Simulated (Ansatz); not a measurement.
hcp Re was calculated with PBEsol (PAW; Ansatz, an electronic-structure program).

A relaxed, unreconstructed slab of the (0001) face has 6 atoms, two equal faces of 6.558 Å² each and an energy of -64421.0620 eV. A bulk cell of 2 atoms with the same orientation and in-plane k mesh has -21474.5000 eV. Energies are extrapolated to zero smearing.

Settings: plane-wave cutoff 500 eV, 24×24×1 k mesh (along the axes of the cell as run), Fermi–Dirac smearing 0.1 eV, scalar-relativistic PAW data made under PBE.

Worked out: γ = (E_slab − N E_bulk per atom)/2A = [-64421.0620 − 6 × (-21474.5000/2)]/(2 × 6.558) = 0.1859 eV/Å². With 16.022 J/m² per eV/Å² this is 2.98 J/m², or 1.22 eV per surface cell and face.
